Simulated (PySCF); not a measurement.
# Phosphorus: a sound run and one with changed settings

Sound run: P [Ne] 3s2 3p3, P⁺ [Ne] 3s2 3p2. All numbers are calculated (PySCF 2.14, the spin-free X2C one-electron Hamiltonian (Gaussian nucleus), in cc-pVTZ-DK (5s4p2d1f, 34 functions)). The sound run starts from symmetry-adapted Hartree-Fock orbitals and uses a fine grid where one is needed.

A second run was set up differently.

```json
{"species": "P", "method": "UHF", "sound run (hartree)": "-341.53137", "changed run (hartree)": "-341.53057", "converged": "no"}
{"species": "P", "method": "B3LYP", "sound run (hartree)": "-342.10847", "changed run (hartree)": "-342.10784", "converged": "no"}
{"species": "P", "method": "BP86", "sound run (hartree)": "-342.12385", "changed run (hartree)": "-342.12330", "converged": "no"}
{"species": "P⁺", "method": "UHF", "sound run (hartree)": "-341.16747", "changed run (hartree)": "-341.16382", "converged": "no"}
{"species": "P⁺", "method": "B3LYP", "sound run (hartree)": "-341.72725", "changed run (hartree)": "-341.72398", "converged": "no"}
{"species": "P⁺", "method": "BP86", "sound run (hartree)": "-341.73720", "changed run (hartree)": "-341.73226", "converged": "no"}
```

Task: What was changed?
A. radial grid too coarse
B. too few SCF iterations
C. angular grid far too coarse
D. basis contracted for another Hamiltonian

Result: B. It used initial guess minao, at most 2 SCF cycles. The SCF was stopped early; the energies are upper bounds that still move, and correlated levels were skipped or rest on poor orbitals.
